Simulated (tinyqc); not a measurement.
Inside a calculation. Method: G0W0 on RHF in the sto-6g basis, for OH-, spin multiplicity 1. The basis has no diffuse functions, so it cannot describe the extra electron: this is an exercise in the method, not the real anion. Computed by tinyqc, a small Python program that keeps every step (integrals from PySCF). Settings: charge = -1, multiplicity = 1, basis = sto-6g, method = RHF, energy threshold = 1e-10, iteration cap = 82, orthogonalisation = canonical, start = core, DIIS depth = 6. Command: `OMP_NUM_THREADS=1 python tinyqc.py 23674 23675 out.jsonl` (the two numbers bound the seeds that draw the settings). One thread of a shared host (Intel(R) Xeon(R) Processor @ 2.60GHz), about 0.1 s of CPU time with the checks. The early iterations of the SCF are left out here.

## One-electron integrals

Geometry (angstrom):
```
atom         x         y         z
O     0.000000  0.000000  0.000000
H     0.000000  0.000000  0.834000
```

Basis sto-6g: exponents (1/bohr^2) and contraction coefficients of normalised primitives:
```
element  l (shell)     exponent  coefficient
O            s (1)  1355.584234     0.009164
O            s (1)   248.544885     0.049361
O            s (1)    69.533902     0.168538
O            s (1)    23.886772     0.370563
O            s (1)     9.275933     0.416492
O            s (1)     3.820341     0.130334
O            s (2)    52.187762    -0.013253
O            s (2)    10.329320    -0.046992
O            s (2)     3.210345    -0.033785
O            s (2)     1.235135     0.250242
O            s (2)     0.536420     0.595117
O            s (2)     0.245881     0.240706
O            p (3)    52.187762     0.003760
O            p (3)    10.329320     0.037679
O            p (3)     3.210345     0.173897
O            p (3)     1.235135     0.418036
O            p (3)     0.536420     0.425860
O            p (3)     0.245881     0.101708
H            s (1)    35.523221     0.009164
H            s (1)     6.513144     0.049361
H            s (1)     1.822143     0.168538
H            s (1)     0.625955     0.370563
H            s (1)     0.243077     0.416492
H            s (1)     0.100112     0.130334
```

Overlap, kinetic and nuclear-attraction integrals over the contracted functions; the nuclear repulsion is the sum of Za Zb / Rab.

nuclear repulsion = 5.07604039 hartree

overlap S, lower triangle:
```
           1O 1s     1O 2s    1O 2px    1O 2py    1O 2pz     2H 1s
1O 1s   1.000000
1O 2s   0.231145  1.000000
1O 2px  0.000000  0.000000  1.000000
1O 2py  0.000000  0.000000  0.000000  1.000000
1O 2pz  0.000000  0.000000  0.000000  0.000000  1.000000
2H 1s   0.073423  0.560503  0.000000  0.000000  0.431203  1.000000
```

kinetic energy T (hartree), lower triangle:
```
            1O 1s     1O 2s    1O 2px    1O 2py    1O 2pz     2H 1s
1O 1s   29.327197
1O 2s   -0.896024  0.842618
1O 2px   0.000000  0.000000  2.531309
1O 2py   0.000000  0.000000  0.000000  2.531309
1O 2pz   0.000000  0.000000  0.000000  0.000000  2.531309
2H 1s    0.004620  0.196503  0.000000  0.000000  0.384861  0.768522
```

nuclear attraction V (hartree), lower triangle:
```
             1O 1s      1O 2s     1O 2px     1O 2py     1O 2pz      2H 1s
1O 1s   -61.892820
1O 2s    -6.297944  -9.617030
1O 2px    0.000000   0.000000  -9.561259
1O 2py    0.000000   0.000000   0.000000  -9.561259
1O 2pz   -0.021634  -0.226051   0.000000   0.000000  -9.727402
2H 1s    -2.307093  -4.493040   0.000000   0.000000  -3.202316  -6.014634
```

core Hamiltonian H = T + V (hartree), lower triangle:
```
             1O 1s      1O 2s     1O 2px     1O 2py     1O 2pz      2H 1s
1O 1s   -32.565623
1O 2s    -7.193968  -8.774412
1O 2px    0.000000   0.000000  -7.029950
1O 2py    0.000000   0.000000   0.000000  -7.029950
1O 2pz   -0.021634  -0.226051   0.000000   0.000000  -7.196093
2H 1s    -2.302473  -4.296537   0.000000   0.000000  -2.817455  -5.246112
```

## Two-electron integrals

Functions are numbered as in S; the eight-fold symmetry (ij|kl) = (ji|kl) = (kl|ij) leaves the list below.

Two-electron integrals (ij|kl) in chemists' order, unique and non-zero (hartree):
```
(11|11) 4.787491   (21|11) 0.675884   (21|21) 0.121505   (22|11) 1.117379
(22|21) 0.249212   (22|22) 0.817383   (31|31) 0.025762   (32|31) 0.039145
(32|32) 0.180664   (33|11) 1.117381   (33|21) 0.249212   (33|22) 0.817382
(33|33) 0.880663   (41|41) 0.025762   (42|41) 0.039145   (42|42) 0.180664
(43|43) 0.047461   (44|11) 1.117381   (44|21) 0.249212   (44|22) 0.817382
(44|33) 0.785741   (44|44) 0.880663   (51|51) 0.025762   (52|51) 0.039145
(52|52) 0.180664   (53|53) 0.047461   (54|54) 0.047461   (55|11) 1.117381
(55|21) 0.249212   (55|22) 0.817382   (55|33) 0.785741   (55|44) 0.785741
(55|55) 0.880663   (61|11) 0.229894   (61|21) 0.039562   (61|22) 0.079195
(61|33) 0.079018   (61|44) 0.079018   (61|51) 0.001918   (61|52) 0.003717
(61|55) 0.079548   (61|61) 0.013132   (62|11) 0.495421   (62|21) 0.111730
(62|22) 0.398113   (62|33) 0.392047   (62|44) 0.392047   (62|51) 0.008760
(62|52) 0.060968   (62|55) 0.410244   (62|61) 0.036443   (62|62) 0.229298
(63|31) 0.013201   (63|32) 0.071551   (63|53) 0.012963   (63|63) 0.034832
(64|41) 0.013201   (64|42) 0.071551   (64|54) 0.012963   (64|64) 0.034832
(65|11) 0.327652   (65|21) 0.075024   (65|22) 0.284981   (65|33) 0.271758
(65|44) 0.271758   (65|51) 0.018594   (65|52) 0.114231   (65|55) 0.311426
(65|61) 0.025773   (65|62) 0.199698   (65|65) 0.207562   (66|11) 0.595555
(66|21) 0.136703   (66|22) 0.549285   (66|33) 0.527306   (66|44) 0.527306
(66|51) 0.015550   (66|52) 0.140988   (66|55) 0.593243   (66|61) 0.045199
(66|62) 0.377669   (66|65) 0.376957   (66|66) 0.774999
```

## Orthogonalisation

S = U s U^T; canonical form X = U s^(-1/2), so that X^T S X = 1. Each column of U has its largest component positive (the first on a tie).

eigenvalues of S: 0.283766  0.844769  1.000000  1.000000  1.118696  1.752769

X:
```
                1          2         3          4          5         6
1O 1s    0.217458   0.791739  0.000000   0.000000  -0.596312  0.183846
1O 2s   -1.086249  -0.469283  0.000000   0.000000  -0.360105  0.436570
1O 2px   0.000000   0.000000  0.498908   0.866655   0.000000  0.000000
1O 2py   0.000000   0.000000  0.866655  -0.498908   0.000000  0.000000
1O 2pz  -0.781678   0.545941  0.000000   0.000000   0.616321  0.292430
2H 1s    1.298377  -0.196536  0.000000   0.000000   0.169653  0.510507
```

Within a degenerate level the vectors are fixed only up to a rotation; this is one choice.

## Iteration 7 (converged): orbitals

converged F (hartree), lower triangle:
```
             1O 1s      1O 2s    1O 2px    1O 2py     1O 2pz      2H 1s
1O 1s   -19.596739
1O 2s    -4.771674  -1.682552
1O 2px    0.000000   0.000000  0.259344
1O 2py    0.000000   0.000000  0.000000  0.259344
1O 2pz   -0.029911  -0.120162  0.000000  0.000000   0.317083
2H 1s    -1.524678  -0.886884  0.000000  0.000000  -0.342730  -0.307959
```

Diagonalise F' = X^T F X, C = X C', fill 5 alpha and 5 beta electrons from the bottom; D = 2 C_occ C_occ^T. Each column has its largest component positive (the first on a tie).

F' = X^T F X (hartree), lower triangle:
```
           1          2         3         4          5          6
1   1.159346
2  -1.102264  -8.606175
3   0.000000   0.000000  0.259344
4   0.000000   0.000000  0.000000  0.259344
5   0.447437   8.797496  0.000000  0.000000  -8.703743
6  -0.218137  -4.034377  0.000000  0.000000   4.372749  -2.619899
```

orbital energies (hartree): MO1 -19.600425, MO2 -0.638443, MO3 0.071389, MO4 0.259344, MO5 0.259344, MO6 1.397010

coefficients C:
```
              MO1        MO2        MO3       MO4        MO5        MO6
1O 1s    0.996449  -0.216884  -0.117125  0.000000   0.000000   0.099293
1O 2s    0.016908   0.787868   0.675331  0.000000   0.000000  -0.802084
1O 2px   0.000000   0.000000   0.000000  0.309920   0.950763   0.000000
1O 2py   0.000000   0.000000   0.000000  0.950763  -0.309920   0.000000
1O 2pz   0.004105   0.114501  -0.590505  0.000000   0.000000  -1.006288
2H 1s   -0.006157   0.314748  -0.596310  0.000000   0.000000   1.248647
```

D after iteration 7, lower triangle:
```
            1O 1s      1O 2s    1O 2px    1O 2py    1O 2pz     2H 1s
1O 1s    2.107334
1O 2s   -0.466252   2.154187
1O 2px   0.000000   0.000000  2.000000
1O 2py   0.000000   0.000000  0.000000  2.000000
1O 2pz   0.096841  -0.617011  0.000000  0.000000  0.723648
2H 1s   -0.009112  -0.309662  0.000000  0.000000  0.776276  0.909380
```

Within a degenerate level the vectors are fixed only up to a rotation; this is one choice.

## Convergence

Stop when the energy changes by less than 1e-10 hartree and every element of the error matrix X^T (F D S - S D F) X is below 3e-06.

Course of the cycle:
```
iteration   E (hartree)     change  largest element of the error matrix
1          -73.61655794          -                             1.10e+00
2          -74.71783950  -1.10e+00                             1.81e-01
3          -74.72997495  -1.21e-02                             7.88e-03
4          -74.72999611  -2.12e-05                             1.37e-03
5          -74.72999706  -9.48e-07                             5.57e-05
6          -74.72999706  -2.17e-09                             1.39e-07
7          -74.72999706  -2.84e-14                             4.34e-11
```

PySCF RHF in the same basis = -74.72999706 hartree

Converged in 7 iterations.

## Integrals over molecular orbitals

(pq|rs) = sum C_ip C_jq C_kr C_ls (ij|kl), one index at a time.

one-electron integrals over orbitals h = C^T H C (hartree), lower triangle:
```
            1          2          3          4          5          6
1  -32.550892
2    0.573879  -7.193285
3    0.310553  -0.613505  -6.353167
4    0.000000   0.000000   0.000000  -7.029950
5    0.000000   0.000000   0.000000   0.000000  -7.029950
6   -0.276300   1.293321  -1.169499   0.000000   0.000000  -5.531425
```

Two-electron integrals over orbitals (pq|rs), unique and non-zero (hartree):
```
(11|11) 4.760061    (21|11) -0.417439   (21|21) 0.059071    (22|11) 0.999027
(22|21) -0.012673   (22|22) 0.741586    (31|11) -0.235140   (31|21) 0.030835
(31|22) -0.017347   (31|31) 0.029653    (32|11) 0.177595    (32|21) -0.010967
(32|22) -0.015597   (32|31) 0.011342    (32|32) 0.145415    (33|11) 0.933195
(33|21) -0.012076   (33|22) 0.667418    (33|31) 0.005264    (33|32) 0.062833
(33|33) 0.728713    (41|41) 0.026775    (42|41) 0.031581    (42|42) 0.138670
(43|41) 0.016496    (43|42) 0.057208    (43|43) 0.058837    (44|11) 1.117059
(44|21) -0.011278   (44|22) 0.740548    (44|31) -0.005990   (44|32) 0.089082
(44|33) 0.696840    (44|44) 0.880663    (51|51) 0.026775    (52|51) 0.031581
(52|52) 0.138670    (53|51) 0.016496    (53|52) 0.057208    (53|53) 0.058837
(54|54) 0.047461    (55|11) 1.117059    (55|21) -0.011278   (55|22) 0.740548
(55|31) -0.005990   (55|32) 0.089082    (55|33) 0.696840    (55|44) 0.785741
(55|55) 0.880663    (61|11) 0.211603    (61|21) -0.033568   (61|22) -0.004602
(61|31) -0.001681   (61|32) 0.024097    (61|33) 0.019407    (61|44) 0.004964
(61|55) 0.004964    (61|61) 0.037724    (62|11) -0.283013   (62|21) 0.005634
(62|22) -0.121919   (62|31) 0.018445    (62|32) -0.002840   (62|33) -0.035154
(62|44) -0.140485   (62|55) -0.140485   (62|61) 0.014063    (62|62) 0.113382
(63|11) 0.230803    (63|21) -0.003609   (63|22) 0.056948    (63|31) 0.005452
(63|32) 0.106136    (63|33) 0.097542    (63|44) 0.123221    (63|55) 0.123221
(63|61) 0.010089    (63|62) -0.052281   (63|63) 0.131736    (64|41) -0.013158
(64|42) -0.049719   (64|43) 0.000475    (64|64) 0.039991    (65|51) -0.013158
(65|52) -0.049719   (65|53) 0.000475    (65|65) 0.039991    (66|11) 0.959430
(66|21) -0.009931   (66|22) 0.702609    (66|31) -0.019855   (66|32) -0.053397
(66|33) 0.650906    (66|44) 0.666342    (66|55) 0.666342    (66|61) -0.011073
(66|62) -0.088888   (66|63) 0.016888    (66|66) 0.734072
```

## Screening: direct RPA

With D = e_a - e_i and K = (ia|jb): diagonalise D^(1/2) (D + 4K) D^(1/2) = Z w^2 Z^T; X + Y = D^(1/2) Z w^(-1/2), each column of Z with its largest component positive (the first on a tie); E_c = (sum w - tr (D + 2K)) / 2.

D^(1/2) (D + 4K) D^(1/2) (hartree^2), lower triangle:
```
            1>6        2>6       3>6       4>6       5>6
1>6  444.060692
2>6    0.367751   5.066206
3>6    0.212908  -0.343517  2.455802
4>6    0.000000   0.000000  0.000000  1.476271
5>6    0.000000   0.000000  0.000000  0.000000  1.476271
```

excitation energies w (hartree): 1.215019  1.215019  1.552805  2.260618  21.072757

X + Y:
```
            1          2          3          4         5
1>6  0.000000   0.000000  -0.002151  -0.002342  0.998211
2>6  0.000000   0.000000   0.147001   0.941038  0.000260
3>6  0.000000   0.000000   0.916308  -0.098321  0.000121
4>6  0.053535   0.966163   0.000000   0.000000  0.000000
5>6  0.966163  -0.053535   0.000000   0.000000  0.000000
```

RPA correlation energy = -0.02163665 hartree

Within a degenerate level the vectors are fixed only up to a rotation; this is one choice.

## G0W0 on Hartree-Fock: HOMO

W(p,q,m) = sqrt2 sum_ia (pq|ia) (X+Y)_ia,m; Sigma_c(x) = sum_(i,m) W^2/(x - e_i + w_m) + sum_(a,m) W^2/(x - e_a - w_m); solve x = e_p + Sigma_c(x) by Newton steps; Z = 1/(1 - dSigma/dx); 1 hartree = 27.211386 eV.

The 12 largest terms at x = e_p (hartree; W for the signs of X + Y given):
```
q  m          W       term
5  4  -0.204111   0.018429
5  3   0.130456   0.010960
2  1  -0.067934   0.002184
6  1   0.054643  -0.001269
1  1  -0.017979   0.000015
2  2   0.003764   0.000007
6  2  -0.003028  -3.90e-06
5  5   0.006977   2.31e-06
3  1   0.000649   3.01e-07
1  2   0.000996   4.71e-08
3  2  -0.000036   9.23e-10
```

Newton steps (hartree):
```
step         x  Sigma_c(x)         Z
0     0.259344    0.030325  0.983488
1     0.289168    0.029832  0.983961
2     0.289176    0.029832  0.983961
```

quasiparticle energy of the HOMO = 7.868869 eV

Hartree-Fock value = 7.057106 eV

## G0W0 on Hartree-Fock: LUMO

As before.

The 12 largest terms at x = e_p (hartree; W for the signs of X + Y given):
```
q  m          W       term
3  3   0.159812   0.008873
6  4  -0.120607  -0.006435
2  4   0.158115   0.005819
3  4  -0.087929   0.002156
5  1   0.054643   0.001269
4  2   0.054643   0.001269
2  3  -0.044221   0.000545
1  5   0.053261   0.000067
2  5   0.019885   0.000017
1  4   0.017188   0.000013
6  5  -0.015662  -0.000012
1  3   0.015882   0.000011
```

Newton steps (hartree):
```
step         x  Sigma_c(x)         Z
0     1.397010    0.013603  0.990955
1     1.410489    0.013480  0.990975
2     1.410490    0.013480  0.990975
```

quasiparticle energy of the LUMO = 38.381378 eV

Hartree-Fock value = 38.014572 eV
